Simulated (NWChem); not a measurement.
System: Cl cation, triplet

All runs: NWChem. Spin-unrestricted. Medium grid unless said otherwise, to which SCAN and Minnesota functionals are sensitive. The open p shell is one determinant without spherical averaging. No stability test was run on the SCF state.

For level SCAN/def2-SVP:

| Quantity | Result |
|---|---|
| lowest empty minus highest occupied level, either spin (eV) | 1.23 |

Q: How do the values read with level HCTH/407/def2-SVP instead?

A: 
- lowest empty minus highest occupied level, either spin (eV) = 0.35
